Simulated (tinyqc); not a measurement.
Inside a calculation. Method: coupled-perturbed Hartree-Fock on RHF in the sto-3g basis, for BH2+, spin multiplicity 1. Computed by tinyqc, a small Python program that keeps every step (integrals from PySCF). Settings: charge = 1, multiplicity = 1, basis = sto-3g, method = RHF, energy threshold = 1e-10, iteration cap = 85, orthogonalisation = canonical, start = Wolfsberg-Helmholz matrix, DIIS depth = 6. Command: `OMP_NUM_THREADS=1 python tinyqc.py 26488 26489 out.jsonl` (the two numbers bound the seeds that draw the settings). One thread of a shared host (Intel(R) Xeon(R) Processor @ 2.60GHz), about 0.2 s of CPU time with the checks. The early iterations of the SCF are left out here.

## One-electron integrals

Geometry (angstrom):

| atom | x | y | z |
|---|---|---|---|
| B | 0.000000 | 0.000000 | 0.000000 |
| H | 0.000000 | 1.181000 | 0.688000 |
| H | 0.000000 | -1.136000 | 0.662000 |

Basis sto-3g: exponents (1/bohr^2) and contraction coefficients of normalised primitives:

| element | l (shell) | exponent | coefficient |
|---|---|---|---|
| B | s (1) | 48.791113 | 0.154329 |
| B | s (1) | 8.887362 | 0.535328 |
| B | s (1) | 2.405267 | 0.444635 |
| B | s (2) | 2.236956 | -0.099967 |
| B | s (2) | 0.519821 | 0.399513 |
| B | s (2) | 0.169062 | 0.700115 |
| B | p (3) | 2.236956 | 0.155916 |
| B | p (3) | 0.519821 | 0.607684 |
| B | p (3) | 0.169062 | 0.391957 |
| H | s (1) | 3.425251 | 0.154329 |
| H | s (1) | 0.623914 | 0.535328 |
| H | s (1) | 0.168855 | 0.444635 |

Overlap, kinetic and nuclear-attraction integrals over the contracted functions; the nuclear repulsion is the sum of Za Zb / Rab.

nuclear repulsion = 4.17658207 hartree

overlap S, lower triangle:
```
           1B 1s     1B 2s    1B 2px     1B 2py    1B 2pz     2H 1s     3H 1s
1B 1s   1.000000
1B 2s   0.269328  1.000000
1B 2px  0.000000  0.000000  1.000000
1B 2py  0.000000  0.000000  0.000000   1.000000
1B 2pz  0.000000  0.000000  0.000000   0.000000  1.000000
2H 1s   0.044575  0.388822  0.000000   0.366579  0.213553  1.000000
3H 1s   0.050092  0.413469  0.000000  -0.383321  0.223379  0.069225  1.000000
```

kinetic energy T (hartree), lower triangle:
```
            1B 1s     1B 2s    1B 2px     1B 2py    1B 2pz      2H 1s     3H 1s
1B 1s   10.826302
1B 2s   -0.047967  0.359168
1B 2px   0.000000  0.000000  1.123881
1B 2py   0.000000  0.000000  0.000000   1.123881
1B 2pz   0.000000  0.000000  0.000000   0.000000  1.123881
2H 1s   -0.012679  0.050561  0.000000   0.129910  0.075680   0.760032
3H 1s   -0.013643  0.060404  0.000000  -0.148181  0.086352  -0.011415  0.760032
```

nuclear attraction V (hartree), lower triangle:
```
             1B 1s      1B 2s     1B 2px     1B 2py     1B 2pz      2H 1s      3H 1s
1B 1s   -23.937030
1B 2s    -3.352035  -4.545699
1B 2px    0.000000   0.000000  -4.450729
1B 2py    0.000980   0.007045   0.000000  -4.594999
1B 2pz   -0.014755  -0.136805   0.000000   0.003379  -4.499707
2H 1s    -0.557164  -1.494964   0.000000  -1.320765  -0.791831  -3.377084
3H 1s    -0.626702  -1.616163   0.000000   1.409438  -0.844726  -0.258207  -3.449667
```

core Hamiltonian H = T + V (hartree), lower triangle:
```
             1B 1s      1B 2s     1B 2px     1B 2py     1B 2pz      2H 1s      3H 1s
1B 1s   -13.110727
1B 2s    -3.400002  -4.186531
1B 2px    0.000000   0.000000  -3.326849
1B 2py    0.000980   0.007045   0.000000  -3.471119
1B 2pz   -0.014755  -0.136805   0.000000   0.003379  -3.375827
2H 1s    -0.569843  -1.444404   0.000000  -1.190854  -0.716151  -2.617052
3H 1s    -0.640345  -1.555760   0.000000   1.261257  -0.758374  -0.269621  -2.689635
```

## Two-electron integrals

Functions are numbered as in S; the eight-fold symmetry (ij|kl) = (ji|kl) = (kl|ij) leaves the list below.

Two-electron integrals (ij|kl) in chemists' order, unique and non-zero (hartree):
```
(11|11) 2.923513    (21|11) 0.518376    (21|21) 0.109262    (22|11) 0.744229
(22|21) 0.193177    (22|22) 0.544804    (31|31) 0.020264    (32|31) 0.029996
(32|32) 0.120346    (33|11) 0.742491    (33|21) 0.193240    (33|22) 0.544682
(33|33) 0.586773    (41|41) 0.020264    (42|41) 0.029996    (42|42) 0.120346
(43|43) 0.031630    (44|11) 0.742491    (44|21) 0.193240    (44|22) 0.544682
(44|33) 0.523513    (44|44) 0.586773    (51|51) 0.020264    (52|51) 0.029996
(52|52) 0.120346    (53|53) 0.031630    (54|54) 0.031630    (55|11) 0.742491
(55|21) 0.193240    (55|22) 0.544682    (55|33) 0.523513    (55|44) 0.523513
(55|55) 0.586773    (61|11) 0.085344    (61|21) 0.017936    (61|22) 0.031853
(61|33) 0.031703    (61|41) 0.001103    (61|42) 0.002048    (61|44) 0.032053
(61|51) 0.000643    (61|52) 0.001193    (61|54) 0.000204    (61|55) 0.031822
(61|61) 0.003034    (62|11) 0.218473    (62|21) 0.057663    (62|22) 0.180516
(62|33) 0.175238    (62|41) 0.005467    (62|42) 0.034193    (62|44) 0.186930
(62|51) 0.003185    (62|52) 0.019919    (62|54) 0.006811    (62|55) 0.179206
(62|61) 0.010110    (62|62) 0.084722    (63|31) 0.005592    (63|32) 0.026581
(63|43) 0.006270    (63|53) 0.003653    (63|63) 0.008969    (64|11) 0.181082
(64|21) 0.048406    (64|22) 0.159898    (64|33) 0.151460    (64|41) 0.009518
(64|42) 0.054050    (64|44) 0.173406    (64|51) 0.002287    (64|52) 0.016003
(64|54) 0.009132    (64|55) 0.154652    (64|61) 0.008869    (64|62) 0.087692
(64|64) 0.097890    (65|11) 0.105491    (65|21) 0.028199    (65|22) 0.093149
(65|33) 0.088234    (65|41) 0.002287    (65|42) 0.016003    (65|44) 0.093713
(65|51) 0.006925    (65|52) 0.035903    (65|54) 0.009462    (65|55) 0.097399
(65|61) 0.005167    (65|62) 0.051086    (65|64) 0.051802    (65|65) 0.039146
(66|11) 0.384122    (66|21) 0.103228    (66|22) 0.366499    (66|33) 0.345130
(66|41) 0.011406    (66|42) 0.095887    (66|44) 0.392644    (66|51) 0.006645
(66|52) 0.055860    (66|54) 0.027680    (66|55) 0.361255    (66|61) 0.018387
(66|62) 0.224209    (66|64) 0.251474    (66|65) 0.146498    (66|66) 0.774606
(71|11) 0.095964    (71|21) 0.020166    (71|22) 0.035801    (71|33) 0.035629
(71|41) -0.001253   (71|42) -0.002317   (71|44) 0.036030    (71|51) 0.000730
(71|52) 0.001350    (71|54) -0.000234   (71|55) 0.035765    (71|61) 0.003263
(71|62) 0.010398    (71|64) 0.008341    (71|65) 0.005334    (71|66) 0.018535
(71|71) 0.003838    (72|11) 0.236805    (72|21) 0.062454    (72|22) 0.194419
(72|33) 0.188809    (72|41) -0.005936   (72|42) -0.036510   (72|44) 0.201236
(72|51) 0.003459    (72|52) 0.021276    (72|54) -0.007241   (72|55) 0.193029
(72|61) 0.010022    (72|62) 0.058671    (72|64) 0.045488    (72|65) 0.034521
(72|66) 0.117038    (72|71) 0.012311    (72|72) 0.096588    (73|31) 0.006179
(73|32) 0.029056    (73|43) -0.006772   (73|53) 0.003946    (73|63) 0.005677
(73|73) 0.010490    (74|11) -0.193324   (74|21) -0.051654   (74|22) -0.169693
(74|33) -0.160694   (74|41) 0.010406    (74|42) 0.058100    (74|44) -0.184143
(74|51) -0.002463   (74|52) -0.016925   (74|54) 0.009719    (74|55) -0.164058
(74|61) -0.007908   (74|62) -0.044536   (74|64) -0.030112   (74|65) -0.025796
(74|66) -0.085249   (74|71) -0.010664   (74|72) -0.098642   (74|74) 0.109182
(75|11) 0.112659    (75|21) 0.030101    (75|22) 0.098888    (75|33) 0.093644
(75|41) -0.002463   (75|42) -0.016925   (75|44) 0.099417    (75|51) 0.007614
(75|52) 0.038919    (75|54) -0.010136   (75|55) 0.103497    (75|61) 0.005072
(75|62) 0.034169    (75|64) 0.026024    (75|65) 0.025337    (75|66) 0.071062
(75|71) 0.006215    (75|72) 0.057483    (75|74) -0.057513   (75|75) 0.044005
(76|11) 0.037669    (76|21) 0.009947    (76|22) 0.031515    (76|33) 0.030572
(76|41) 0.000011    (76|42) 0.000115    (76|44) 0.031621    (76|51) 0.000932
(76|52) 0.005889    (76|54) 0.000030    (76|55) 0.032321    (76|61) 0.001686
(76|62) 0.012536    (76|64) 0.011395    (76|65) 0.008231    (76|66) 0.029859
(76|71) 0.001893    (76|72) 0.013276    (76|74) -0.011813   (76|75) 0.008630
(76|76) 0.002360    (77|11) 0.398558    (77|21) 0.107056    (77|22) 0.377418
(77|33) 0.355123    (77|41) -0.012171   (77|42) -0.099810   (77|44) 0.404714
(77|51) 0.007093    (77|52) 0.058164    (77|54) -0.028899   (77|55) 0.371964
(77|61) 0.017090    (77|62) 0.111625    (77|64) 0.082883    (77|65) 0.068575
(77|66) 0.228147    (77|71) 0.021483    (77|72) 0.241383    (77|74) -0.267620
(77|75) 0.155955    (77|76) 0.029859    (77|77) 0.774606
```

## Orthogonalisation

S = U s U^T; canonical form X = U s^(-1/2), so that X^T S X = 1. Each column of U has its largest component positive (the first on a tie).

eigenvalues of S: 0.357668  0.436750  0.860296  1.000000  1.104122  1.495844  1.745321

X:
```
                1          2          3         4          5          6          7
1B 1s   -0.344470  -0.075073   0.764723  0.000000  -0.579626   0.016199   0.214971
1B 2s    1.088935   0.186820  -0.326472  0.000000  -0.279687   0.029209   0.467409
1B 2px   0.000000   0.000000   0.000000  1.000000   0.000000   0.000000   0.000000
1B 2py  -0.212180   1.016503   0.004070  0.000000  -0.003332   0.595684  -0.032133
1B 2pz   0.513456   0.087088   0.625230  0.000000   0.664312   0.013977   0.212132
2H 1s   -0.586145  -0.895887  -0.205252  0.000000   0.161449   0.419158   0.337449
3H 1s   -0.916095   0.636888  -0.194804  0.000000   0.155303  -0.369695   0.385190
```

## Iteration 9 (converged): orbitals

converged F (hartree), lower triangle:
```
            1B 1s      1B 2s     1B 2px     1B 2py     1B 2pz      2H 1s      3H 1s
1B 1s   -7.921830
1B 2s   -2.300844  -1.413946
1B 2px   0.000000   0.000000  -0.157055
1B 2py   0.000543   0.006712   0.000000  -0.574729
1B 2pz   0.010568  -0.110747   0.000000   0.006650  -0.216957
2H 1s   -0.389715  -0.605415   0.000000  -0.446013  -0.208209  -0.600725
3H 1s   -0.437673  -0.644522   0.000000   0.463341  -0.220047  -0.110681  -0.631647
```

Diagonalise F' = X^T F X, C = X C', fill 3 alpha and 3 beta electrons from the bottom; D = 2 C_occ C_occ^T. Each column has its largest component positive (the first on a tie).

F' = X^T F X (hartree), lower triangle:
```
           1          2          3          4          5          6          7
1   0.065681
2  -0.062437   0.221954
3   0.704861   0.183267  -3.525477
4   0.000000   0.000000   0.000000  -0.157055
5  -0.510844  -0.144297   3.253151   0.000000  -3.444927
6   0.009817   0.012632  -0.109561   0.000000   0.122697  -0.794665
7   0.195143   0.061561  -1.700898   0.000000   1.854542  -0.066958  -1.979576
```

orbital energies (hartree): MO1 -7.926319, MO2 -0.948427, MO3 -0.790586, MO4 -0.240140, MO5 -0.157055, MO6 0.198952, MO7 0.249509

coefficients C:
```
              MO1        MO2        MO3        MO4       MO5        MO6        MO7
1B 1s    0.992305  -0.235425  -0.012082   0.141426  0.000000   0.158758   0.078052
1B 2s    0.029145   0.696547   0.044412  -0.574644  0.000000  -0.798424  -0.411240
1B 2px   0.000000   0.000000   0.000000   0.000000  1.000000   0.000000   0.000000
1B 2py  -0.000275  -0.026244   0.586901  -0.001834  0.000000  -0.429714   0.951000
1B 2pz   0.000977   0.114751   0.001305   0.778999  0.000000  -0.656561  -0.312343
2H 1s   -0.004728   0.274082   0.416385   0.264944  0.000000   1.026701  -0.362089
3H 1s   -0.005013   0.315161  -0.386462   0.250024  0.000000   0.389136   1.062698
```

D after iteration 9, lower triangle:
```
            1B 1s     1B 2s    1B 2px     1B 2py    1B 2pz      2H 1s     3H 1s
1B 1s    2.080480
1B 2s   -0.271200  0.975998
1B 2px   0.000000  0.000000  0.000000
1B 2py  -0.002370  0.015556  0.000000   0.690282
1B 2pz  -0.052123  0.160032  0.000000  -0.004491  0.026341
2H 1s   -0.148496  0.418532  0.000000   0.474371  0.063980   0.497041
3H 1s   -0.149004  0.404429  0.000000  -0.470169  0.071311  -0.149027  0.497409
```

## Convergence

Stop when the energy changes by less than 1e-10 hartree and every element of the error matrix X^T (F D S - S D F) X is below 3e-06.

Course of the cycle:

| iteration | E (hartree) | change | largest element of the error matrix |
|---|---|---|---|
| 1 | -25.02286156 | - | 2.42e-01 |
| 2 | -25.08980234 | -6.69e-02 | 5.62e-02 |
| 3 | -25.10092298 | -1.11e-02 | 1.69e-02 |
| 4 | -25.10214624 | -1.22e-03 | 9.24e-04 |
| 5 | -25.10214852 | -2.28e-06 | 4.62e-04 |
| 6 | -25.10214936 | -8.35e-07 | 1.26e-04 |
| 7 | -25.10214942 | -6.79e-08 | 9.89e-06 |
| 8 | -25.10214943 | -4.62e-10 | 6.41e-07 |
| 9 | -25.10214943 | -9.66e-13 | 2.70e-08 |

PySCF RHF in the same basis = -25.10214943 hartree

Converged in 9 iterations.

## Integrals over molecular orbitals

(pq|rs) = sum C_ip C_jq C_kr C_ls (ij|kl), one index at a time.

one-electron integrals over orbitals h = C^T H C (hartree), lower triangle:
```
            1          2          3          4          5          6          7
1  -13.097543
2    0.285021  -3.390915
3    0.014904   0.003404  -3.124942
4   -0.188276   0.121327   0.018325  -3.201132
5    0.000000   0.000000   0.000000   0.000000  -3.326849
6   -0.161213   0.455405   0.257599   0.262410   0.000000  -2.696741
7   -0.078833   0.239993  -0.471880   0.111145   0.000000  -0.003389  -2.686600
```

Two-electron integrals over orbitals (pq|rs), unique and non-zero (hartree):
```
(11|11) 2.891518    (21|11) -0.256247   (21|21) 0.036262    (22|11) 0.615330
(22|21) -0.007846   (22|22) 0.471886    (31|11) -0.013043   (31|21) 0.001405
(31|22) -0.001970   (31|31) 0.008844    (32|11) 0.001322    (32|21) -0.000980
(32|22) -0.015340   (32|31) 0.014070    (32|32) 0.135300    (33|11) 0.547076
(33|21) -0.003429   (33|22) 0.455752    (33|31) 0.001100    (33|32) 0.010696
(33|33) 0.472844    (41|11) 0.152548    (41|21) -0.019097   (41|22) 0.013504
(41|31) -0.001124   (41|32) 0.000090    (41|33) 0.006475    (41|41) 0.026604
(42|11) -0.084802   (42|21) 0.006835    (42|22) 0.019549    (42|31) 0.000312
(42|32) -0.001160   (42|33) 0.017653    (42|41) 0.011908    (42|42) 0.070222
(43|11) -0.008608   (43|21) 0.000560    (43|22) -0.002970   (43|31) -0.002605
(43|32) 0.025673    (43|33) 0.002549    (43|41) 0.000654    (43|42) 0.003269
(43|43) 0.034125    (44|11) 0.692944    (44|21) -0.012092   (44|22) 0.434404
(44|31) -0.000397   (44|32) 0.001264    (44|33) 0.418624    (44|41) -0.010075
(44|42) -0.074639   (44|43) -0.006087   (44|44) 0.565575    (51|51) 0.021661
(52|51) 0.021951    (52|52) 0.074614    (53|51) 0.001146    (53|52) 0.002833
(53|53) 0.018521    (54|51) -0.012626   (54|52) -0.034391   (54|53) -0.002071
(54|54) 0.043960    (55|11) 0.742010    (55|21) -0.009502   (55|22) 0.469009
(55|31) -0.000453   (55|32) 0.000395    (55|33) 0.431276    (55|41) 0.005361
(55|42) -0.043659   (55|43) -0.004732   (55|44) 0.501652    (55|55) 0.586773
(61|11) 0.165756    (61|21) -0.025206   (61|22) 0.000790    (61|31) -0.006646
(61|32) -0.007804   (61|33) -0.001094   (61|41) 0.003746    (61|42) -0.013100
(61|43) 0.000991    (61|44) 0.016343    (61|55) 0.004682    (61|61) 0.027033
(62|11) -0.173183   (62|21) 0.005229    (62|22) -0.049805   (62|31) -0.003100
(62|32) 0.000916    (62|33) -0.014343   (62|41) -0.012585   (62|42) 0.002945
(62|43) 0.014410    (62|44) -0.045228   (62|55) -0.089011   (62|61) 0.004528
(62|62) 0.077059    (63|11) -0.102523   (63|21) 0.002829    (63|22) -0.026126
(63|31) -0.001292   (63|32) 0.055754    (63|33) -0.006031   (63|41) -0.000459
(63|42) 0.023854    (63|43) 0.029240    (63|44) -0.044120   (63|55) -0.051841
(63|61) -0.001418   (63|62) 0.045885    (63|63) 0.085345    (64|11) -0.089696
(64|21) 0.000253    (64|22) -0.025199   (64|31) 0.003805    (64|32) 0.030747
(64|33) 0.001656    (64|41) -0.002345   (64|42) 0.013028    (64|43) 0.001706
(64|44) -0.048112   (64|55) -0.043756   (64|61) -0.001004   (64|62) 0.039065
(64|63) 0.036867    (64|64) 0.042117    (65|51) -0.013913   (65|52) -0.042902
(65|53) -0.009156   (65|54) 0.009769    (65|65) 0.035422    (66|11) 0.608183
(66|21) -0.007045   (66|22) 0.462141    (66|31) 0.006378    (66|32) 0.083578
(66|33) 0.472241    (66|41) 0.018264    (66|42) 0.042799    (66|43) 0.032844
(66|44) 0.414636    (66|55) 0.444704    (66|61) -0.008286   (66|62) -0.022630
(66|63) 0.050493    (66|64) 0.010012    (66|66) 0.576720    (71|11) 0.081388
(71|21) -0.013058   (71|22) -0.001710   (71|31) 0.011193    (71|32) 0.017199
(71|33) 0.001519    (71|41) 0.002033    (71|42) -0.005969   (71|43) -0.004224
(71|44) 0.007806    (71|55) 0.002239    (71|61) 0.004095    (71|62) -0.003284
(71|63) -0.002921   (71|64) 0.005497    (71|66) 0.006390    (71|71) 0.021508
(72|11) -0.093522   (72|21) 0.002504    (72|22) -0.022454   (72|31) 0.007290
(72|32) -0.015329   (72|33) -0.008137   (72|41) -0.005809   (72|42) 0.006652
(72|43) -0.030991   (72|44) -0.027173   (72|55) -0.047277   (72|61) -0.003551
(72|62) 0.016368    (72|63) -0.026832   (72|64) 0.017555    (72|66) -0.044744
(72|71) 0.009435    (72|72) 0.064820    (73|11) 0.192814    (73|21) -0.005372
(73|22) 0.030139    (73|31) -0.000331   (73|32) 0.027279    (73|33) 0.021839
(73|41) -0.000817   (73|42) -0.052403   (73|43) 0.006732    (73|44) 0.088334
(73|55) 0.095158    (73|61) 0.005411    (73|62) -0.046227   (73|63) -0.018468
(73|64) -0.028947   (73|66) 0.022870    (73|71) 0.002386    (73|72) -0.048030
(73|73) 0.100119    (74|11) -0.038434   (74|21) 0.000506    (74|22) -0.002539
(74|31) -0.008139   (74|32) -0.065669   (74|33) -0.006890   (74|41) -0.001239
(74|42) 0.004365    (74|43) 0.001756    (74|44) -0.020630   (74|55) -0.018074
(74|61) 0.005671    (74|62) 0.017581    (74|63) -0.025210   (74|64) -0.009550
(74|66) -0.045059   (74|71) -0.010193   (74|72) 0.013541    (74|73) -0.031733
(74|74) 0.054428    (75|51) -0.006868   (75|52) -0.021878   (75|53) 0.013695
(75|54) 0.005228    (75|65) 0.008560    (75|75) 0.022325    (76|11) -0.005126
(76|21) 0.000873    (76|22) 0.016241    (76|31) -0.005652   (76|32) -0.070048
(76|33) -0.008423   (76|41) 0.006606    (76|42) 0.021213    (76|43) -0.024629
(76|44) -0.016125   (76|55) -0.000202   (76|61) -0.001140   (76|62) -0.018693
(76|63) -0.038767   (76|64) -0.020615   (76|66) -0.041948   (76|71) -0.008874
(76|72) 0.021648    (76|73) -0.033143   (76|74) 0.031277    (76|76) 0.060113
(77|11) 0.628151    (77|21) -0.007665   (77|22) 0.470348    (77|31) -0.007469
(77|32) -0.087904   (77|33) 0.462779    (77|41) 0.007747    (77|42) 0.010244
(77|43) -0.031284   (77|44) 0.442883    (77|55) 0.451501    (77|61) 0.006952
(77|62) -0.028225   (77|63) -0.066964   (77|64) -0.024477   (77|66) 0.412134
(77|71) -0.007086   (77|72) 0.021636    (77|73) -0.001138   (77|74) 0.039592
(77|76) 0.055809    (77|77) 0.564122
```

## Response to a field: uncoupled start

dipole integrals <a|z|i> (bohr):
```
           i1        i2         i3
a4   0.095618  0.888345   0.063641
a5   0.000000  0.000000   0.000000
a6  -0.065976  0.091473   0.336393
a7  -0.030338  0.087197  -0.685544
```

Field along z; U_ai = -mu_ai / (e_a - e_i), alpha = -4 sum U_ai mu_ai.

uncoupled U:
```
           i1         i2         i3
a4  -0.012440  -1.254216  -0.115616
a5   0.000000   0.000000   0.000000
a6   0.008120  -0.079724  -0.339949
a7   0.003711  -0.072790   0.659117
```

uncoupled polarisability = 6.812889 bohr^3

## Coupled step 1

U_ai = -(mu_ai + sum_bj [4 (ai|bj) - (ab|ij) - (aj|bi)] U_bj) / (e_a - e_i); alpha = -4 sum U_ai mu_ai.

U after step 1:
```
           i1         i2         i3
a4  -0.007353  -1.512238  -0.142103
a5   0.000000   0.000000   0.000000
a6  -0.000182   0.009892  -0.304116
a7  -0.000381  -0.031147   0.602638
```

polarisability = 7.481444 bohr^3

## Coupled step 2

As before.

U after step 2:
```
           i1         i2         i3
a4  -0.004570  -1.611522  -0.156260
a5   0.000000   0.000000   0.000000
a6  -0.001955   0.028718  -0.288936
a7  -0.001203  -0.022100   0.578194
```

polarisability = 7.738711 bohr^3

## Coupled polarisability

Repeat until U stops changing; compare with -d2E/dF2.

Course of the coupled iterations:

| step | alpha (bohr^3) |
|---|---|
| 0 | 6.812889 |
| 1 | 7.481444 |
| 2 | 7.738711 |
| 3 | 7.830584 |
| 4 | 7.864732 |
| 5 | 7.877740 |
| 6 | 7.882790 |
| 7 | 7.884780 |
| 8 | 7.885575 |
| 9 | 7.885897 |
| 10 | 7.886030 |
| 11 | 7.886085 |
| ... | ... |
| 20 | 7.886130 |
| 21 | 7.886130 |
| 22 | 7.886130 |
| 23 | 7.886130 |
| 24 | 7.886130 |
| 25 | 7.886130 |
| 26 | 7.886130 |
| 27 | 7.886130 |
| 28 | 7.886130 |
| 29 | 7.886130 |
| 30 | 7.886130 |
| 31 | 7.886130 |

coupled polarisability = 7.886130 bohr^3

finite-field check, fields of +/-0.001 au = 7.886125 bohr^3
